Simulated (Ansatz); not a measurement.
BAs⁺, quartet: the ladder up to full CI

Geometry: a point of a stretch scan, not a stationary point.

```xyz
2

B     0.0000    0.0000    0.0000
As    0.0000    0.0000    2.3460
```

Basis cc-pVDZ; Ansatz 0.2.0. Only valence electrons are correlated (noble-gas cores and the filled d shells of p-block atoms frozen), which leaves 7 electrons in 26 orbitals. R marks a restricted (for open shells ROHF) determinant, U an unrestricted one. Active spaces: pair = (5e, 5o) about the gap; valence = (7e, 8o) chosen from the atoms' valence shells. No spin–orbit coupling is included, and no scalar relativity.

Full CI is exact within this basis and frozen core; it isn't the basis-set limit. The frozen core follows each run's orbitals, which can shift R against U totals by a few meV for light atoms and by up to 0.1 eV past Ca.

For open shells CISD is restricted-active-space CI with the open shells as a complete middle space.

```
UHF ⟨S²⟩                          : 3.800
T1 diagnostic (RCCSD)             : 0.0506
largest doubles amplitude (RCCSD) : 0.096
```

```json
{"level": "RHF", "E − E(full CI) (kJ/mol)": "387.5", "share of correlation (%)": "0.00", "wall time": "–"}
{"level": "RMP2", "E − E(full CI) (kJ/mol)": "112.6", "share of correlation (%)": "70.95", "wall time": "–"}
{"level": "CISD", "E − E(full CI) (kJ/mol)": "34.8", "share of correlation (%)": "91.01", "wall time": "1.3 s"}
{"level": "RCCSD", "E − E(full CI) (kJ/mol)": "19.0", "share of correlation (%)": "95.10", "wall time": "–"}
{"level": "RCCSD(T)", "E − E(full CI) (kJ/mol)": "5.2", "share of correlation (%)": "98.65", "wall time": "2.6 s"}
{"level": "BCCD(T)", "E − E(full CI) (kJ/mol)": "5.2", "share of correlation (%)": "98.66", "wall time": "1.8 s"}
{"level": "RCCSDT", "E − E(full CI) (kJ/mol)": "0.9", "share of correlation (%)": "99.76", "wall time": "–"}
{"level": "RCCSDT(Q)", "E − E(full CI) (kJ/mol)": "0.0", "share of correlation (%)": "99.99", "wall time": "5.5 s"}
{"level": "CASSCF (pair space)", "E − E(full CI) (kJ/mol)": "332.4", "share of correlation (%)": "14.23", "wall time": "–"}
{"level": "NEVPT2 (pair space)", "E − E(full CI) (kJ/mol)": "106.4", "share of correlation (%)": "72.55", "wall time": "1.5 s"}
{"level": "MRCISD (pair space)", "E − E(full CI) (kJ/mol)": "32.3", "share of correlation (%)": "91.68", "wall time": "–"}
{"level": "MRCISD+Q (pair space)", "E − E(full CI) (kJ/mol)": "-0.7", "share of correlation (%)": "100.18", "wall time": "1.9 s"}
{"level": "CASSCF (valence space)", "E − E(full CI) (kJ/mol)": "216.8", "share of correlation (%)": "44.07", "wall time": "–"}
{"level": "NEVPT2 (valence space)", "E − E(full CI) (kJ/mol)": "46.2", "share of correlation (%)": "88.08", "wall time": "2.4 s"}
{"level": "MRCISD (valence space)", "E − E(full CI) (kJ/mol)": "8.8", "share of correlation (%)": "97.74", "wall time": "–"}
{"level": "MRCISD+Q (valence space)", "E − E(full CI) (kJ/mol)": "-2.5", "share of correlation (%)": "100.64", "wall time": "3.1 s"}
```

The correlation energy at full CI, counted from RHF, is -4.016 eV. That run took 2.6 min on 1 thread of Arm Neoverse V1, shared host over 5,352,180 determinants.

Run but not shown, since their state, orbitals or frozen core can't be matched to the reference's or they repeat it: UHF, UMP2, UCCSD, UCCSD(T), UCCSDT, UCCSDT(Q).

Times hold each run's SCF and search for its determinant on a shared host, so for small cases they say little of a method's own cost; they ran on 1 thread of Arm Neoverse V1. Some runs computed forces too.

More than 5 meV below full CI, which no variational method can be: MRCISD+Q (pair space), MRCISD+Q (valence space).

The full-CI state has the irrep A2 of C2v, in the program's axes (one component, if the state is degenerate).

Natural occupations of full CI about the gap: 1.950 1.868 0.984 0.979 0.979 0.058 0.058 0.054 0.009 0.009; effectively unpaired electrons, Σ n²(2−n)², 3.11.
